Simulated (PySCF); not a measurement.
Input file for PySCF: R-B3LYP/LANL2DZ on HCl (SMILES Cl).

```python
from pyscf import gto, scf, dft, mp
from pyscf.data.elements import chemcore

mol = gto.M(
    atom='''
    Cl    1.86082400   -0.06541100   -0.00006800
    H     1.75394100    1.21098100    0.00034100
    ''',
    basis='lanl2dz',
    ecp={'Cl': 'lanl2dz'},
    charge=0, spin=0, verbose=3, max_memory=1800)
mf = dft.RKS(mol, xc='b3lyp')
mf.conv_tol = 1e-8
mf.max_cycle = 100
mf.kernel()
if not mf.converged:
    mf = mf.newton().run(mf.mo_coeff, mf.mo_occ)
```

Output:

```
converged SCF energy = -15.5389240017499
```

The calculation finished and met its thresholds.

Cost: around 0.3 core-seconds (rough).
